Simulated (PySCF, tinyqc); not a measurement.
RHF in the sto-3g basis, for LiH, spin multiplicity 1, step by step. The lowest restricted solution is unstable here: a spin-polarised one lies 0.0063 hartree lower (PySCF). One step of it, computed by the program tinyqc.

Task: Iteration 4: building the Fock matrix. J_ij = sum D_kl (ij|kl), K_ij = sum D_kl (ik|jl); F = H + J - 0.5 K; E = tr D H + tr D J / 2 - 0.25 tr D K + E_nn.

D after iteration 3:
```
            1Li 1s     1Li 2s   1Li 2px   1Li 2py    1Li 2pz      2H 1s
1Li 1s    2.014365  -0.096268  0.000000  0.000000  -0.101826  -0.185699
1Li 2s   -0.096268   0.546970  0.000000  0.000000   0.333831   0.617868
1Li 2px   0.000000   0.000000  0.000000  0.000000   0.000000   0.000000
1Li 2py   0.000000   0.000000  0.000000  0.000000   0.000000   0.000000
1Li 2pz  -0.101826   0.333831  0.000000  0.000000   0.204675   0.378761
2H 1s    -0.185699   0.617868  0.000000  0.000000   0.378761   0.700920
```

core Hamiltonian H = T + V (hartree):
```
            1Li 1s     1Li 2s    1Li 2px    1Li 2py    1Li 2pz      2H 1s
1Li 1s   -4.644141  -1.041982   0.000000   0.000000  -0.008344  -0.073005
1Li 2s   -1.041982  -1.334218   0.000000   0.000000  -0.086636  -0.378285
1Li 2px   0.000000   0.000000  -1.085334   0.000000   0.000000   0.000000
1Li 2py   0.000000   0.000000   0.000000  -1.085334   0.000000   0.000000
1Li 2pz  -0.008344  -0.086636   0.000000   0.000000  -1.150484  -0.524790
2H 1s    -0.073005  -0.378285   0.000000   0.000000  -0.524790  -1.180643
```

Two-electron integrals (ij|kl) in chemists' order, unique and non-zero (hartree):
```
(11|11) 1.680395   (21|11) 0.265420   (21|21) 0.049941   (22|11) 0.397727
(22|21) 0.092860   (22|22) 0.290562   (31|31) 0.008981   (32|31) 0.013788
(32|32) 0.064184   (33|11) 0.396640   (33|21) 0.092880   (33|22) 0.290497
(33|33) 0.312946   (41|41) 0.008981   (42|41) 0.013788   (42|42) 0.064184
(43|43) 0.016869   (44|11) 0.396640   (44|21) 0.092880   (44|22) 0.290497
(44|33) 0.279207   (44|44) 0.312946   (51|51) 0.008981   (52|51) 0.013788
(52|52) 0.064184   (53|53) 0.016869   (54|54) 0.016869   (55|11) 0.396640
(55|21) 0.092880   (55|22) 0.290497   (55|33) 0.279207   (55|44) 0.279207
(55|55) 0.312946   (61|11) 0.017089   (61|21) 0.003258   (61|22) 0.006258
(61|33) 0.006180   (61|44) 0.006180   (61|51) 0.000435   (61|52) 0.000851
(61|55) 0.006418   (61|61) 0.000238   (62|11) 0.074405   (62|21) 0.017746
(62|22) 0.063547   (62|33) 0.059812   (62|44) 0.059812   (62|51) 0.002710
(62|52) 0.020104   (62|55) 0.070960   (62|61) 0.001419   (62|62) 0.028349
(63|31) 0.001004   (63|32) 0.005580   (63|53) 0.002633   (63|63) 0.001433
(64|41) 0.001004   (64|42) 0.005580   (64|54) 0.002633   (64|64) 0.001433
(65|11) 0.103148   (65|21) 0.024739   (65|22) 0.090798   (65|33) 0.084571
(65|44) 0.084571   (65|51) 0.004161   (65|52) 0.031088   (65|55) 0.103169
(65|61) 0.002018   (65|62) 0.043282   (65|65) 0.066438   (66|11) 0.237999
(66|21) 0.057367   (66|22) 0.226114   (66|33) 0.207419   (66|44) 0.207419
(66|51) 0.008296   (66|52) 0.081003   (66|55) 0.263373   (66|61) 0.004612
(66|62) 0.133705   (66|65) 0.209275   (66|66) 0.774606
```

nuclear repulsion = 0.71413929 hartree

Give: Coulomb J; exchange K; Fock matrix F; total energy of this density.

Result:

Coulomb J (hartree):
```
         1Li 1s  1Li 2s  1Li 2px  1Li 2py  1Li 2pz   2H 1s
1Li 1s   3.9631  0.6745   0.0000   0.0000   0.0195  0.0454
1Li 2s   0.6745  1.3051   0.0000   0.0000   0.1449  0.3696
1Li 2px  0.0000  0.0000   1.2782   0.0000   0.0000  0.0000
1Li 2py  0.0000  0.0000   0.0000   1.2782   0.0000  0.0000
1Li 2pz  0.0195  0.1449   0.0000   0.0000   1.3521  0.5435
2H 1s    0.0454  0.3696   0.0000   0.0000   0.5435  1.5633
```

exchange K (hartree):
```
          1Li 1s  1Li 2s  1Li 2px  1Li 2py  1Li 2pz   2H 1s
1Li 1s    3.3612  0.5479   0.0000   0.0000  -0.0037  0.0353
1Li 2s    0.5479  0.3618   0.0000   0.0000   0.2400  0.3669
1Li 2px   0.0000  0.0000   0.0635   0.0000   0.0000  0.0000
1Li 2py   0.0000  0.0000   0.0000   0.0635   0.0000  0.0000
1Li 2pz  -0.0037  0.2400   0.0000   0.0000   0.2762  0.4121
2H 1s     0.0353  0.3669   0.0000   0.0000   0.4121  0.9228
```

Fock matrix F (hartree):
```
          1Li 1s   1Li 2s  1Li 2px  1Li 2py  1Li 2pz    2H 1s
1Li 1s   -2.3616  -0.6414   0.0000   0.0000   0.0130  -0.0452
1Li 2s   -0.6414  -0.2100   0.0000   0.0000  -0.0617  -0.1921
1Li 2px   0.0000   0.0000   0.1611   0.0000   0.0000   0.0000
1Li 2py   0.0000   0.0000   0.0000   0.1611   0.0000   0.0000
1Li 2pz   0.0130  -0.0617   0.0000   0.0000   0.0635  -0.1874
2H 1s    -0.0452  -0.1921   0.0000   0.0000  -0.1874  -0.0787
```

total energy of this density = -7.805000 hartree
